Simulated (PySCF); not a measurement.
**SiHF2 (SMILES F[SiH]F): ROCCSD(T)/STO-6G**

What is the energy change on altering one bond length of SiHF2 at ROCCSD(T)/STO-6G? 

Program for the calculation: PySCF 2.14.0.

15 further runs of the same task are left out: 5 that didn't finish, 10 set aside as unsound or not needed.

## Step 1: The system as given

The species is SiHF2 (4 atoms), meant as a doublet with charge 0. SMILES: `F[SiH]F`. The shape is that of a GFN2-xTB optimisation.

Bond lengths: F1–Si2 1.606 Å, Si2–F3 1.606 Å, Si2–H4 1.439 Å. Angles: F1–Si2–F3 100.4°, F1–Si2–H4 108.7°, F3–Si2–H4 108.6°.

## Step 2: A single-point energy at ROCCSD(T)/STO-6G

Contents of run.py:

```python
from pyscf import gto, scf, cc

molecule = gto.Mole()
molecule.atom = [
    ('F', (1.226950, 0.652980, -0.410280)),
    ('Si', (-0.028060, -0.342890, -0.301090)),
    ('F', (-1.234200, 0.716240, -0.252780)),
    ('H', (0.035310, -1.026330, 0.964150)),
]
molecule.max_memory = 1860
molecule.verbose = 4
molecule.spin = 1
molecule.charge = 0
molecule.basis = 'sto-6g'
molecule.build()

mf = scf.ROHF(molecule)
mf.conv_tol = 1e-10
mf.kernel()
if not mf.converged:
    mf = mf.newton().run(mf.mo_coeff, mf.mo_occ)

mycc = cc.CCSD(mf, frozen=7)
mycc.kernel()
e_t = mycc.ccsd_t()
etot = mycc.e_tot + e_t
print('E(%s) = %.9f' % ('CCSD(T)', etot))
```

Launch:

```console
$ OMP_NUM_THREADS=1 python run.py
```

Output:

```text
PySCF version 2.14.0

[INPUT] num. atoms = 4
[INPUT] num. electrons = 33
[INPUT] charge = 0
[INPUT] spin (= nelec alpha-beta = 2S) = 1
[INPUT] symmetry False subgroup None
[INPUT] Mole.unit = angstrom
[INPUT] Symbol           X                Y                Z      unit          X                Y                Z       unit  Magmom
[INPUT]  1 F      1.226950000000   0.652980000000  -0.410280000000 AA    2.318599468535   1.233953364818  -0.775316834387 Bohr   0.0
[INPUT]  2 Si    -0.028060000000  -0.342890000000  -0.301090000000 AA   -0.053025715055  -0.647968190852  -0.568977638845 Bohr   0.0
[INPUT]  3 F     -1.234200000000   0.716240000000  -0.252780000000 AA   -2.332299982938   1.353497439458  -0.477684969768 Bohr   0.0
[INPUT]  4 H      0.035310000000  -1.026330000000   0.964150000000 AA    0.066726229458  -1.939482613425   1.821979442999 Bohr   0.0

nuclear repulsion = 109.410123102376
number of shells = 12
number of NR pGTOs = 120
number of NR cGTOs = 20
basis = sto-6g
ecp = {}

******** <class 'pyscf.scf.rohf.ROHF'> ********
method = ROHF
initial guess = minao
damping factor = 0
level_shift factor = 0
DIIS = <class 'pyscf.scf.diis.CDIIS'>
diis_start_cycle = 1
diis_space = 8
diis_damp = 0
SCF conv_tol = 1e-10
SCF conv_tol_grad = None
SCF max_cycles = 50
direct_scf = True
direct_scf_tol = 1e-13
num. doubly occ = 16  num. singly occ = 1
Set gradient conv threshold to 1e-05
init E= -486.201602474669
  HOMO = -0.105867584969951  LUMO = 0.307132930231057  gap/eV = 11.23832
cycle= 1 E= -486.275532965752  delta_E= -0.0739  |g|= 0.404  |ddm|= 1.71
  HOMO = -0.0709833609292222  LUMO = 0.476064558450085  gap/eV = 14.88593
cycle= 2 E= -486.3665697902  delta_E= -0.091  |g|= 0.119  |ddm|= 0.767
  HOMO = -0.0344490221550658  LUMO = 0.496726598722782  gap/eV = 14.45402
cycle= 3 E= -486.376942316778  delta_E= -0.0104  |g|= 0.0345  |ddm|= 0.199
  HOMO = -0.0365764517056631  LUMO = 0.499974530106948  gap/eV = 14.60030
cycle= 4 E= -486.378516309394  delta_E= -0.00157  |g|= 0.00726  |ddm|= 0.109
  HOMO = -0.0390057838465907  LUMO = 0.499857564915977  gap/eV = 14.66322
cycle= 5 E= -486.378563027614  delta_E= -4.67e-05  |g|= 0.00103  |ddm|= 0.0165
  HOMO = -0.0386107547084523  LUMO = 0.499940623822595  gap/eV = 14.65473
cycle= 6 E= -486.378564163628  delta_E= -1.14e-06  |g|= 0.000289  |ddm|= 0.00256
  HOMO = -0.0386965748375698  LUMO = 0.499919557313717  gap/eV = 14.65649
cycle= 7 E= -486.378564245135  delta_E= -8.15e-08  |g|= 6.17e-05  |ddm|= 0.000697
  HOMO = -0.0386987092336615  LUMO = 0.49992256426337  gap/eV = 14.65663
cycle= 8 E= -486.378564249198  delta_E= -4.06e-09  |g|= 1.01e-05  |ddm|= 0.000174
  HOMO = -0.0387026376479027  LUMO = 0.499921755306959  gap/eV = 14.65672
cycle= 9 E= -486.378564249282  delta_E= -8.38e-11  |g|= 8e-07  |ddm|= 2.46e-05
  HOMO = -0.0387023314159878  LUMO = 0.499921807438185  gap/eV = 14.65671
Extra cycle  E= -486.378564249282  delta_E= -6.82e-13  |g|= 2.83e-07  |ddm|= 1.42e-06
converged SCF energy = -486.378564249282

WARN: RCCSD method does not support ROHF method. ROHF object is converted to UHF object and UCCSD method is called.

******** <class 'pyscf.cc.uccsd.UCCSD'> ********
CC2 = 0
CCSD nocc = (np.int64(10), np.int64(9)), nmo = (13, 13)
frozen orbitals 7
max_cycle = 50
direct = 0
conv_tol = 1e-07
conv_tol_normt = 1e-06
diis_space = 6
diis_start_cycle = 0
diis_start_energy_diff = 1e+09
Init t2, MP2 energy = -0.057694097027582
Init E_corr(UCCSD) = -0.0581090668439108
cycle = 1  E_corr(UCCSD) = -0.066157640559664  dE = -0.00804857372  norm(t1,t2) = 0.0753968
cycle = 2  E_corr(UCCSD) = -0.0722016949143816  dE = -0.00604405435  norm(t1,t2) = 0.0267181
cycle = 3  E_corr(UCCSD) = -0.0736554923857383  dE = -0.00145379747  norm(t1,t2) = 0.0155797
cycle = 4  E_corr(UCCSD) = -0.0751453605072837  dE = -0.00148986812  norm(t1,t2) = 0.00721868
cycle = 5  E_corr(UCCSD) = -0.0750099562410708  dE = 0.000135404266  norm(t1,t2) = 0.00298343
cycle = 6  E_corr(UCCSD) = -0.0750289612906487  dE = -1.90050496e-05  norm(t1,t2) = 0.000538658
cycle = 7  E_corr(UCCSD) = -0.0750312133247501  dE = -2.2520341e-06  norm(t1,t2) = 0.000217967
cycle = 8  E_corr(UCCSD) = -0.0750277494148474  dE = 3.4639099e-06  norm(t1,t2) = 6.8556e-05
cycle = 9  E_corr(UCCSD) = -0.0750276854244962  dE = 6.39903512e-08  norm(t1,t2) = 3.60942e-05
cycle = 10  E_corr(UCCSD) = -0.0750276504532043  dE = 3.4971292e-08  norm(t1,t2) = 1.35907e-05
cycle = 11  E_corr(UCCSD) = -0.0750278347109588  dE = -1.84257754e-07  norm(t1,t2) = 6.18286e-06
cycle = 12  E_corr(UCCSD) = -0.0750278761689342  dE = -4.14579754e-08  norm(t1,t2) = 2.70414e-06
cycle = 13  E_corr(UCCSD) = -0.0750277955582434  dE = 8.06106908e-08  norm(t1,t2) = 1.21792e-06
cycle = 14  E_corr(UCCSD) = -0.0750277910579186  dE = 4.50032479e-09  norm(t1,t2) = 5.09122e-07
UCCSD converged
E(UCCSD) = -486.4535920403401  E_corr = -0.0750277910579186
UCCSD(T) correction = -0.00447938058504914
E(CCSD(T)) = -486.458071421
```

Wall time 1 s (1 thread of Arm Neoverse V2, shared host); peak memory 0.12 GiB.

## Step 3: The distorted shape at the same level

Contents of run.py:

```python
from pyscf import gto, scf, cc

system = gto.M(
    atom='''
F      5.053664    -1.167749    -0.884866
Si     2.682039    -3.049670    -0.678527
F     -2.332300     1.353497    -0.477685
H      2.801791    -4.341185     1.712430
''',
    basis='sto-6g',
    verbose=4,
    max_memory=1860,
    unit='bohr',
    spin=1,
    charge=0,
)

mf = scf.ROHF(system)
mf.conv_tol = 1e-10
mf.kernel()
if not mf.converged:
    mf = mf.newton().run(mf.mo_coeff, mf.mo_occ)

mycc = cc.CCSD(mf, frozen=7)
mycc.kernel()
e_t = mycc.ccsd_t()
e_tot = mycc.e_tot + e_t
print('E = %.10f Eh' % e_tot)
```

Launch:

```console
$ OMP_NUM_THREADS=1 python run.py
```

Output:

```text
PySCF version 2.14.0

[INPUT] num. atoms = 4
[INPUT] num. electrons = 33
[INPUT] charge = 0
[INPUT] spin (= nelec alpha-beta = 2S) = 1
[INPUT] symmetry False subgroup None
[INPUT] Mole.unit = bohr
[INPUT] Symbol           X                Y                Z      unit          X                Y                Z       unit  Magmom
[INPUT]  1 F      2.674283820447  -0.617946158875  -0.468250921918 AA    5.053664000000  -1.167749000000  -0.884866000000 Bohr   0.0
[INPUT]  2 Si     1.419273917599  -1.613815864826  -0.359061025394 AA    2.682039000000  -3.049670000000  -0.678527000000 Bohr   0.0
[INPUT]  3 F     -1.234200009029   0.716239767449  -0.252780015998 AA   -2.332300000000   1.353497000000  -0.477685000000 Bohr   0.0
[INPUT]  4 H      1.482643946961  -2.297256170388   0.906178931296 AA    2.801791000000  -4.341185000000   1.712430000000 Bohr   0.0

nuclear repulsion = 78.9579334997465
number of shells = 12
number of NR pGTOs = 120
number of NR cGTOs = 20
basis = sto-6g
ecp = {}

[... 20 lines left out ...]
WARN: HOMO 0.197513046740056 >= LUMO 0.197620684827151
[... 7 lines left out ...]
WARN: HOMO 0.0716040810816391 >= LUMO 0.0115820684965001
[... 33 lines left out ...]
SCF not converged.
SCF energy = -486.284981659927
[... 40 lines left out ...]
converged SCF energy = -486.284981659936
[... 1 line left out ...]
WARN: RCCSD method does not support ROHF method. ROHF object is converted to UHF object and UCCSD method is called.
[... 12 lines left out ...]
Init t2, MP2 energy = -0.0503736776174897
[... 36 lines left out ...]
UCCSD converged
[... 2 lines left out ...]
E = -486.3558585659 Eh
```

Run time: 1.2 s. Hardware: 1 thread of Arm Neoverse V2, shared host; peak memory 0.12 GiB.

## Step 4: Summary of results

Level: ROCCSD(T)/STO-6G, 7 core orbitals frozen.

```
                                                          quantity          value
                                         first shape: total energy  -486.45807 Eh
                 first shape: dipole moment (Hartree–Fock density)         2.12 D
          first shape: correlation energy (7 core orbitals frozen)      -79.5 mEh
                                       first shape: (T) correction      -4.48 mEh
                    first shape: ⟨S²⟩ of the reference determinant          0.750
                                        first shape: T1 diagnostic          0.018
                                     distorted shape: total energy  -486.35586 Eh
             distorted shape: dipole moment (Hartree–Fock density)         0.63 D
      distorted shape: correlation energy (7 core orbitals frozen)      -70.9 mEh
                                   distorted shape: (T) correction      -4.61 mEh
                distorted shape: ⟨S²⟩ of the reference determinant          0.750
                                    distorted shape: T1 diagnostic          0.017
energy change with the Si2–F3 bond stretched from 1.606 to 3.533 Å       2.781 eV
```

**Reading.** With the Si2–F3 bond stretched from 1.606 to 3.533 Å the energy rises by 2.78 eV (64 kcal/mol). The first shape isn't relaxed at this level, so the change isn't measured from a minimum. The minimal basis adds a large error of its own. Mulliken charges (first shape) of the mean-field density run from -0.35 on F1 to +0.89 on Si2. The triples (first shape) make up 5.6 % of the correlation energy. Mulliken charges (distorted shape) of the mean-field density run from -0.35 on F1 to +0.60 on Si2. The triples (distorted shape) make up 6.5 % of the correlation energy.
